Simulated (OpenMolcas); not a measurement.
## What SiO2 (silicon dioxide molecule) costs in OpenMolcas

The species is SiO2 (3 atoms), meant as a singlet with charge 0. SMILES: `O=[Si]=O`. The Si2–O3 distance was set to 3.012 Å, away from the relaxed value. At this shape a bond of the SMILES string is far longer than usual.

```xyz
3

O     1.3955    2.4592    1.0375
Si    0.6977    1.2296    0.5188
O    -0.6977   -1.2296   -0.5188
```

Program: OpenMolcas 26.06. Hardware: 1 thread of Arm Neoverse V1, shared host, so times are rough. Two-electron integrals are exact unless an approximation is named.

(1) Estimate their order by wall time, quickest first.
A. energy at HF/STO-3G
B. energy at SVWN5/STO-3G, grid UltraFine
C. energy at B3LYP/STO-3G, grid UltraFine

Answers

(1) A (1.6 s), C (4.2 s), B (12 s).
